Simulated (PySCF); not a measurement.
# NO2 (SMILES [O]N=O): UB3LYP/STO-3G

Aim: the vertical doublet–quartet gap of NO2 at UB3LYP/STO-3G, from 2 runs. Input form: a Python script.

Program for the calculation: PySCF 2.14.0.

19 further runs of the same task are left out: 11 that didn't finish, 8 set aside as unsound or not needed.

### 1 Starting point

NO2 has 3 atoms, charge 0, and is taken as a doublet. As SMILES, `[O]N=O`. The shape is that of a GFN2-xTB optimisation.

Bond lengths: O1–N2 1.181 Å, N2–O3 1.181 Å. Angles: O1–N2–O3 137.9°.

### 2 The energy at UB3LYP/STO-3G

calc.py

```python
# nitrogen dioxide
from pyscf import gto, dft

system = gto.M(
    atom=[
    ('O', (0.201690, -1.092400, -0.004860)),
    ('N', (-0.247880, -0.008390, -0.136210)),
    ('O', (0.046180, 1.100790, 0.141070)),
],
    verbose=4,
    basis='sto-3g',
    spin=1,
    max_memory=1860,
    charge=0,
)

calc0 = dft.UKS(system)
calc0.xc = 'b3lyp'
calc0.grids.level = 5
calc0.conv_tol = 1e-10
calc0.kernel()
if not calc0.converged:
    calc0 = calc0.newton().run(calc0.mo_coeff, calc0.mo_occ)

etot = calc0.e_tot
print(f'total energy: {etot:.8f} hartree')
```

Command:

```
$ OMP_NUM_THREADS=1 python calc.py
```

Output:

```text
PySCF version 2.14.0

[INPUT] num. atoms = 3
[INPUT] num. electrons = 23
[INPUT] charge = 0
[INPUT] spin (= nelec alpha-beta = 2S) = 1
[INPUT] symmetry False subgroup None
[INPUT] Mole.unit = angstrom
[INPUT] Symbol           X                Y                Z      unit          X                Y                Z       unit  Magmom
[INPUT]  1 O      0.201690000000  -1.092400000000  -0.004860000000 AA    0.381138862064  -2.064336818475  -0.009184068965 Bohr   0.0
[INPUT]  2 N     -0.247880000000  -0.008390000000  -0.136210000000 AA   -0.468425311757  -0.015854802185  -0.257399595427 Bohr   0.0
[INPUT]  3 O      0.046180000000   1.100790000000   0.141070000000 AA    0.087267552432   2.080191620660   0.266583664392 Bohr   0.0

nuclear repulsion = 65.5670012668303
number of shells = 9
number of NR pGTOs = 45
number of NR cGTOs = 15
basis = sto-3g
ecp = {}

******** <class 'pyscf.dft.uks.UKS'> ********
method = UKS
initial guess = minao
damping factor = 0
level_shift factor = 0
DIIS = <class 'pyscf.scf.diis.CDIIS'>
diis_start_cycle = 1
diis_space = 8
diis_damp = 0
SCF conv_tol = 1e-10
SCF conv_tol_grad = None
SCF max_cycles = 50
direct_scf = True
direct_scf_tol = 1e-13
number electrons alpha = 12  beta = 11
XC library pyscf.dft.libxc version 7.0.0
    S. Lehtola, C. Steigemann, M. J.T. Oliveira, and M. A.L. Marques.,  SoftwareX 7, 1–5 (2018)
XC functionals = b3lyp
    P. J. Stephens, F. J. Devlin, C. F. Chabalowski, and M. J. Frisch.,  J. Phys. Chem. 98, 11623 (1994)
radial grids:
    Treutler-Ahlrichs [JCP 102, 346 (1995); DOI:10.1063/1.469408] (M4) radial grids

becke partition: Becke, JCP 88, 2547 (1988); DOI:10.1063/1.454033
pruning grids: <function nwchem_prune>
grids dens level: 5
symmetrized grids: False
atomic radii adjust function: <function treutler_atomic_radii_adjust>
small_rho_cutoff = 0
Set gradient conv threshold to 1e-05
tot grids = 128072
init E= -203.033416694889
[... the frontier-level lines of each cycle are left out ...]

cycle= 1 E= -202.065459641756  delta_E= 0.968  |g|= 0.539  |ddm|= 2.15
cycle= 2 E= -201.934150171558  delta_E= 0.131  |g|= 0.713  |ddm|= 1.38
cycle= 3 E= -202.226422022443  delta_E= -0.292  |g|= 0.0115  |ddm|= 0.82
cycle= 4 E= -202.226420359852  delta_E= 1.66e-06  |g|= 0.0126  |ddm|= 0.0232
cycle= 5 E= -202.226506705766  delta_E= -8.63e-05  |g|= 0.00292  |ddm|= 0.0165
cycle= 6 E= -202.22651147508  delta_E= -4.77e-06  |g|= 0.000275  |ddm|= 0.00315
cycle= 7 E= -202.226511519854  delta_E= -4.48e-08  |g|= 2.75e-05  |ddm|= 0.000427
cycle= 8 E= -202.226511520267  delta_E= -4.13e-10  |g|= 1.87e-06  |ddm|= 3.72e-05
cycle= 9 E= -202.226511520269  delta_E= -1.88e-12  |g|= 2.76e-07  |ddm|= 2.82e-06
Extra cycle  E= -202.226511520269  delta_E= -1.14e-13  |g|= 3.79e-07  |ddm|= 9.9e-07
converged SCF energy = -202.226511520269  <S^2> = 0.75151115  2S+1 = 2.0015106
total energy: -202.22651152 hartree
```

It took 3.3 s on 1 thread of Arm Neoverse V1, shared host; peak memory 0.18 GiB.

### 3 The quartet at the same level

geometry.xyz

```xyz
3

O      0.201690    -1.092400    -0.004860
N     -0.247880    -0.008390    -0.136210
O      0.046180     1.100790     0.141070
```

input.py

```python
from pyscf import gto, dft

mol = gto.Mole()
mol.atom = 'geometry.xyz'
mol.spin = 3
mol.verbose = 4
mol.basis = 'sto-3g'
mol.max_memory = 1860
mol.build()

mf = dft.UKS(mol)
mf.xc = 'b3lyp'
mf.grids.level = 5
mf.conv_tol = 1e-10
mf.kernel()
if not mf.converged:
    mf = mf.newton().run(mf.mo_coeff, mf.mo_occ)

e_tot = mf.e_tot
print(f'total energy: {e_tot:.8f} hartree')
```

Command:

```
$ OMP_NUM_THREADS=1 python input.py
```

Output:

```text
PySCF version 2.14.0

[INPUT] num. atoms = 3
[INPUT] num. electrons = 23
[INPUT] charge = 0
[INPUT] spin (= nelec alpha-beta = 2S) = 3
[INPUT] symmetry False subgroup None
[INPUT] Mole.unit = angstrom
[INPUT] Symbol           X                Y                Z      unit          X                Y                Z       unit  Magmom
[INPUT]  1 O      0.201690000000  -1.092400000000  -0.004860000000 AA    0.381138862064  -2.064336818475  -0.009184068965 Bohr   0.0
[INPUT]  2 N     -0.247880000000  -0.008390000000  -0.136210000000 AA   -0.468425311757  -0.015854802185  -0.257399595427 Bohr   0.0
[INPUT]  3 O      0.046180000000   1.100790000000   0.141070000000 AA    0.087267552432   2.080191620660   0.266583664392 Bohr   0.0

nuclear repulsion = 65.5670012668303
number of shells = 9
number of NR pGTOs = 45
number of NR cGTOs = 15
basis = sto-3g
ecp = {}

******** <class 'pyscf.dft.uks.UKS'> ********
method = UKS
initial guess = minao
damping factor = 0
level_shift factor = 0
DIIS = <class 'pyscf.scf.diis.CDIIS'>
diis_start_cycle = 1
diis_space = 8
diis_damp = 0
SCF conv_tol = 1e-10
SCF conv_tol_grad = None
SCF max_cycles = 50
direct_scf = True
direct_scf_tol = 1e-13
number electrons alpha = 13  beta = 10
XC library pyscf.dft.libxc version 7.0.0
    S. Lehtola, C. Steigemann, M. J.T. Oliveira, and M. A.L. Marques.,  SoftwareX 7, 1–5 (2018)
XC functionals = b3lyp
    P. J. Stephens, F. J. Devlin, C. F. Chabalowski, and M. J. Frisch.,  J. Phys. Chem. 98, 11623 (1994)
radial grids:
    Treutler-Ahlrichs [JCP 102, 346 (1995); DOI:10.1063/1.469408] (M4) radial grids

becke partition: Becke, JCP 88, 2547 (1988); DOI:10.1063/1.454033
pruning grids: <function nwchem_prune>
grids dens level: 5
symmetrized grids: False
atomic radii adjust function: <function treutler_atomic_radii_adjust>
small_rho_cutoff = 0
Set gradient conv threshold to 1e-05
tot grids = 128072
init E= -203.033416694889
[... the frontier-level lines of each cycle are left out ...]


cycle= 1 E= -202.03302090042  delta_E=    1  |g|= 0.246  |ddm|= 2.31


cycle= 2 E= -202.034360141713  delta_E= -0.00134  |g|= 0.262  |ddm|= 0.653


cycle= 3 E= -202.073052275129  delta_E= -0.0387  |g|= 0.00795  |ddm|= 0.319


cycle= 4 E= -202.073140250406  delta_E= -8.8e-05  |g|= 0.00197  |ddm|= 0.0193


cycle= 5 E= -202.073145263319  delta_E= -5.01e-06  |g|= 0.000675  |ddm|= 0.00533


cycle= 6 E= -202.073145413009  delta_E= -1.5e-07  |g|= 0.000582  |ddm|= 0.00172


cycle= 7 E= -202.073145675398  delta_E= -2.62e-07  |g|= 2.53e-05  |ddm|= 0.000884


cycle= 8 E= -202.073145676852  delta_E= -1.45e-09  |g|= 3.43e-06  |ddm|= 0.000106


cycle= 9 E= -202.073145676875  delta_E= -2.23e-11  |g|= 5.1e-07  |ddm|= 1.34e-05


Extra cycle  E= -202.073145676875  delta_E= -1.14e-13  |g|= 4.05e-07  |ddm|= 1.79e-06
converged SCF energy = -202.073145676875  <S^2> = 3.7518375  2S+1 = 4.0009187
total energy: -202.07314568 hartree
```

Run time: 3 s. Hardware: 1 thread of Arm Neoverse V1, shared host; peak memory 0.18 GiB.

### 4 Summary of results

Level: UB3LYP/STO-3G.

| quantity | value |
| --- | --- |
| doublet: total energy | -202.22651 Eh |
| doublet: dipole moment | 0.09 D |
| doublet: HOMO energy (highest over α and β) | -3.77 eV |
| doublet: LUMO energy (lowest over α and β) | 0.28 eV |
| doublet: ⟨S²⟩ | 0.752 |
| quartet: total energy | -202.07315 Eh |
| quartet: dipole moment | 0.35 D |
| quartet: HOMO energy (highest over α and β) | -1.50 eV |
| quartet: ⟨S²⟩ | 3.752 |
| vertical energy of the quartet above the doublet | 4.173 eV |

In words: At this shape the quartet lies 4.17 eV (96 kcal/mol) above the doublet. In a minimal basis such a difference can be off by several eV, whatever the method. Mulliken charges (doublet) run from -0.07 on O1 to +0.13 on N2.
